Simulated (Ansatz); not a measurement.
Input file:

```yaml
crystal:
  periodic: [false, false, false]
  atoms:
    - { symbol: Si, position_ang: [-0.204096, 0.063164, -0.019167] }
    - { symbol: C, position_ang: [-0.066141, -0.159303, 2.223895] }
    - { symbol: H, position_ang: [-0.755826, -0.605714, 2.971344] }
    - { symbol: H, position_ang: [0.744394, -0.895727, 2.117961] }
    - { symbol: H, position_ang: [0.356645, 0.754881, 2.672186] }
    - { symbol: H, position_ang: [1.108545, 0.767606, 0.077812] }
    - { symbol: H, position_ang: [-0.66706, 0.511642, -1.391061] }
    - { symbol: H, position_ang: [-0.129917, -1.416469, -0.188495] }
    - { symbol: O, position_ang: [-1.857822, 0.695736, 0.670882] }
    - { symbol: H, position_ang: [-2.704275, 0.399407, 0.292403] }
    - { symbol: H, position_ang: [-1.388946, 0.236776, 1.564541] }
basis:
  gaussian: { orbitals: def2-SVP }
hamiltonian:
  xc: b3lyp
  dispersion: d4
phonons: {}
```

Command:

```bash
$ ansatz run input.yaml --threads 2 --pin off --max-ram 3072MiB --backend cpu --events-out ev --progress --plain --runs-dir out
```

Hardware: 2 threads of AMD EPYC 7B13 (Zen 3), with other jobs on the host.

Question: Roughly how long does this run take, and how much memory?

Answer: 61 s, with a peak of 0.18 GiB, for 0 ionic steps.
